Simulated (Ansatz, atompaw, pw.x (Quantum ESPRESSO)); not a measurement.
**What a changed setting does to a pw.x run (bcc Se)**

Potential: PAW, atompaw 4.2.0.5, PBEsol; core [Ar] 3d10, reference 4s2 4p4; waves: 4s (bound): rc 1.85 bohr; 4s channel at 0.85 Ry: rc 1.85 bohr; 4p (bound): rc 1.85 bohr; 4p channel at 1.9 Ry: rc 1.65 bohr; 4d channel at 0.05 Ry: rc 1.85 bohr; local part: bessel scheme, radius 1.35 bohr; core correction: smooth core density matched at 1.55 bohr; augmentation: sinc compensation charge, radius 1.55 bohr; PAW radius 1.85 bohr; waves and projectors: custom polynom2 7 10 vanderbiltortho.

The reference run (k-mesh 14³, cutoffs 40/400 Ry, Fermi–Dirac 0.01 Ry, mixing_beta 0.4, conv_thr 1e-9, no spin) gives 1.06 GPa at 19.087 Å³/atom, where all-electron LAPW gives 1.16 GPa. This run, with its own iteration cap, changes nosym to true.

```
&control
  calculation='scf', prefix='x', pseudo_dir='./', outdir='./tmp', tstress=.true., disk_io='none'
/
&system
  ibrav=0, nat=1, ntyp=1, ecutwfc=40, ecutrho=400, nbnd=10,
  occupations='smearing', smearing='fd', degauss=0.01, nosym=.true.
/
&electrons
  conv_thr=1e-09, mixing_beta=0.4, electron_maxstep=70
/
ATOMIC_SPECIES
Se 1.0 Se.UPF
CELL_PARAMETERS angstrom
  -1.68354952 1.68354952 1.68354952
  1.68354952 -1.68354952 1.68354952
  1.68354952 1.68354952 -1.68354952
ATOMIC_POSITIONS crystal
Se 0.0000 0.0000 0.0000
K_POINTS automatic
14 14 14 0 0 0
```

```bash
pw.x < Se.scf.in > Se.scf.out
```

Q: How does the run end?

A: It converges in 6 iterations; the free energy moves by +0.0 meV/atom and the pressure by +0.00 GPa. The result is that of the reference run.

```
lattice parameter (alat)  =       5.5104  a.u.
     unit-cell volume          =     128.8055 (a.u.)^3
     number of electrons       =         6.00
     number of Kohn-Sham states=           10
     kinetic-energy cutoff     =      40.0000  Ry
     charge density cutoff     =     400.0000  Ry
     scf convergence threshold =      1.0E-09
     Exchange-correlation= SLA PW PSX PSC
     number of k points=  1376  Fermi-Dirac smearing, width (Ry)=  0.0100
     negative rho (up, down):  2.250E-02 0.000E+00
     iteration #  1     ecut=    40.00 Ry     beta= 0.40
     negative rho (up, down):  2.214E-02 0.000E+00
     total energy              =    -185.93539642 Ry
     estimated scf accuracy    <       0.00126952 Ry
     iteration #  2     ecut=    40.00 Ry     beta= 0.40
     negative rho (up, down):  2.174E-02 0.000E+00
     total energy              =    -185.93543435 Ry
     estimated scf accuracy    <       0.00036115 Ry
     iteration #  3     ecut=    40.00 Ry     beta= 0.40
     negative rho (up, down):  2.172E-02 0.000E+00
     total energy              =    -185.93545971 Ry
     estimated scf accuracy    <       0.00000704 Ry
     iteration #  4     ecut=    40.00 Ry     beta= 0.40
     negative rho (up, down):  2.169E-02 0.000E+00
     total energy              =    -185.93546306 Ry
     estimated scf accuracy    <       0.00000006 Ry
     iteration #  5     ecut=    40.00 Ry     beta= 0.40
     negative rho (up, down):  2.161E-02 0.000E+00
     total energy              =    -185.93546312 Ry
     estimated scf accuracy    <       0.00000003 Ry
     iteration #  6     ecut=    40.00 Ry     beta= 0.40
     negative rho (up, down):  2.160E-02 0.000E+00
     the Fermi energy is     9.2373 ev
!    total energy              =    -185.93546311 Ry
     estimated scf accuracy    <          7.4E-10 Ry
     smearing contrib. (-TS)   =      -0.00298424 Ry
     The total energy is F=E-TS. E is the sum of the following terms:
     one-electron contribution =       6.43227295 Ry
     hartree contribution      =       0.69330194 Ry
     xc contribution           =      -6.33154821 Ry
     ewald contribution        =     -20.59006219 Ry
     one-center paw contrib.   =    -166.13644337 Ry
     convergence has been achieved in   6 iterations
     negative rho (up, down):  2.160E-02 0.000E+00
          total   stress  (Ry/bohr**3)                   (kbar)     P=       10.59
     Message from routine punch:
     Nothing written, as per user request (disk_io='none')
```

The run took about 46 s on one core of a shared host (Intel(R) Xeon(R) 6975P-C, 192 threads, 378 GiB, load 40).
